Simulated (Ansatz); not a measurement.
# H2OSSi: the cost of one run

Method: RKS LDA/def2-SVP, in Ansatz 0.2.0.

## 1. The starting structure

Bond lengths: O1–Si2 1.684 Å, Si2–S3 2.107 Å, O1–H4 0.937 Å, S3–H5 1.366 Å. Angles: O1–Si2–S3 103.0°, Si2–O1–H4 114.6°, Si2–S3–H5 98.2°.

Coordinates:

```xyz
5

O    -1.2087   -0.7436   -0.4323
Si   -0.7794    0.8786   -0.2919
S     1.0583    0.7953    0.7356
H    -0.8457   -1.3015    0.2265
H     1.8254    0.2976   -0.2793
```

## 2. Relaxing end A

input.yaml

```yaml
crystal:
  periodic: [false, false, false]
  atoms:
    - { symbol: O, position_ang: [-1.2087, -0.7436, -0.4323] }
    - { symbol: Si, position_ang: [-0.7794, 0.8786, -0.2919] }
    - { symbol: S, position_ang: [1.0583, 0.7953, 0.7356] }
    - { symbol: H, position_ang: [-0.8457, -1.3015, 0.2265] }
    - { symbol: H, position_ang: [1.8254, 0.2976, -0.2793] }
basis:
  gaussian: { orbitals: def2-SVP }
hamiltonian:
  xc: lda
relax:
  f_tol: 0.015
  max_steps: 40
```

Run with:

```
$ ansatz run input.yaml --threads 1 --pin off --max-ram 2048MiB --backend cpu --events-out ev --progress --plain --runs-dir out
```

**Question.** How long does this run take on 1 thread of an x86-64 CPU, shared host, and how much memory does it need?

About 11 s, with a peak of 0.13 GiB.
